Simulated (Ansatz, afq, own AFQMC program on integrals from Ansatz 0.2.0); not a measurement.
# SiH4, triplet: a scan with AFQMC

```xyz
5

Si    0.0000    0.0000    0.0000
H    -0.0115    1.0851    1.0776
H    -0.0165   -1.0776    1.0850
H     0.0165    1.0776   -1.0850
H     0.0115   -1.0851   -1.0776
```

The Si1–H2 distance is changed with both sides rigid. Energies in kJ/mol count from this geometry (1.529 Å) at the same level; the start stands on UHF, each point on the determinant named.

Basis 6-31G. Noble-gas cores (and the filled d shells of Ga–Kr and In–Xe) are frozen. AFQMC by an in-house program on the Cholesky factors that Ansatz 0.2.0 writes for its CCSD(T) run. ph-AFQMC/CISD is guided by a CISD state made of CCSD amplitudes; releasing the constraint for a short imaginary time cuts its bias at the price of noise, slowly where states lie close. Uncertainties: one standard error, sampling alone.

Cautions, each for one point or more: lower spins were not checked; unrestricted determinant slightly spin contaminated.

```
r(Si1–H2) / Å  det.     T1  weight  ⟨S²⟩  B2PLYP  r2SCAN  CCSD(T)
        1.245   UHF  0.013    0.93  2.03    94.6    95.9    102.9
        1.843   UHF  0.024    0.90  2.04    23.2    24.7     11.7
        2.449   UHF  0.021    0.92  2.02    59.5    78.7     26.1
        3.329   UHF  0.023    0.92  2.07    59.9    93.7     17.4
        5.196   UHF  0.024    0.92  2.08    60.1    96.8     16.7
```

(1) Estimate the curve of full CI, counted from the same start.

Results:

(1) 
| r(Si1–H2) / Å | det. | T1 | weight | ⟨S²⟩ | FCI | ph-AFQMC/CISD | released AFQMC | CCSDT(Q) |
| --- | --- | --- | --- | --- | --- | --- | --- | --- |
| 1.245 | UHF | 0.013 | 0.93 | 2.03 | 103.2 | 102.6 ± 0.3 | – | 103.2 |
| 1.843 | UHF | 0.024 | 0.90 | 2.04 | 11.4 | 11.3 ± 0.3 | 11.5 ± 0.07 | 11.4 |
| 2.449 | UHF | 0.021 | 0.92 | 2.02 | 26.2 | 25.7 ± 0.3 | 26.3 ± 0.07 | 26.3 |
| 3.329 | UHF | 0.023 | 0.92 | 2.07 | 17.7 | 16.9 ± 0.3 | 17.6 ± 0.06 | 17.7 |
| 5.196 | UHF | 0.024 | 0.92 | 2.08 | 17.0 | 16.4 ± 0.3 | 16.9 ± 0.06 | 17.0 |

Weight is that of the determinant in the CISD state; at the start T1 is 0.012 and the weight 0.92, and ⟨S²⟩ is 2.03. Symmetry can't show for every point that it stays on the start's state. A dash marks a missing value, a released energy that hasn't settled or a functional that sits on another state. Largest departures from full CI: CCSD(T) 0.3 kJ/mol at 1.843 (on UHF), ph-AFQMC/CISD -0.8 kJ/mol at 3.329 (on UHF), released AFQMC -0.1 kJ/mol at 3.329 (on UHF) (within the noise), CCSDT(Q) 0.1 kJ/mol at 5.196 (on UHF). The functionals aren't scored here. In this small basis the wave-function levels are far from their limit, so their gap to the functionals isn't the functionals' error.

CCSDT and higher add their correlation energy to the determinant of the CCSD(T) run, since their own runs factorise the integrals more tightly (a shift of under 2 meV). A walk keeps the symmetry of its determinant, which the program's search chose and which needn't be the lowest solution, so a lower state of the same spin and another symmetry isn't excluded. Released energies are given only where the last usable release times agree within the noise; a slower fall can still hide under it.
